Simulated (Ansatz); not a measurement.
Cartesian coordinates (Å):
```xyz
5

Si     0.0000     0.0000     0.0000
H      0.0217     1.0337    -1.0594
H     -1.0937    -0.9603    -0.2699
H      1.2944    -0.7180     0.0154
H     -0.2224     0.6446     1.3139
```
Charge 0, spin multiplicity 1.

Computed with frozen-core CCSD(T)/cc-pVTZ // B3LYP-D3(BJ)/def2-TZVP (Ansatz, a quantum-chemistry and plane-wave program).

| Item | Value |
|---|---|
| HF energy | -291.26057 Ha |
| MP2 correlation energy | -0.14319 Ha |

### Question
Estimate the CCSD correlation energy, the (T) correction, the total energy and the T1 diagnostic.

### Answer

| Quantity | Value |
|---|---|
| CCSD correlation energy | -0.17296 Ha |
| (T) correction | -0.00382 Ha |
| CCSD(T) total energy | -291.43734 Ha |
| T1 diagnostic | 0.011 |
